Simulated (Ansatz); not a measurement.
A displaced shape of singlet NO₂(-):

```yaml
atoms:
  - { symbol: N, position_ang: [0.0191, 0.0224, -0.4971] }
  - { symbol: O, position_ang: [-0.0070, 1.1057, 0.2215] }
  - { symbol: O, position_ang: [-0.0130, -1.0765, 0.1540] }
```

It was optimised with HF/def2-SVP in Ansatz (development build ahead of 0.2.0) to forces under 0.001 eV/Å, with restricted orbitals. Each step stands on the lowest determinant of that kind that the program's search found.

(1) What shape does it relax to, and how does the optimisation go?

## Answers

(1)

```yaml
atoms:
  - { symbol: N, position_ang: [0.0176, 0.0293, -0.4616] }
  - { symbol: O, position_ang: [-0.0063, 1.0503, 0.1999] }
  - { symbol: O, position_ang: [-0.0122, -1.0280, 0.1401] }
```

Bond lengths: N1–O2 1.217 Å, N1–O3 1.217 Å. Angles: O2–N1–O3 117.4°.

```
step  E − E(start) (eV)  largest force (eV/Å)
   1             0.0000                5.5032
   2            -0.3910                1.3931
   3            -0.4090                0.2413
   4            -0.4097                0.0211
   5            -0.4097                0.0038
   6            -0.4097                0.0000
```

The optimisation ended after 6 steps with its threshold met. Caution: no diffuse functions for an anion.
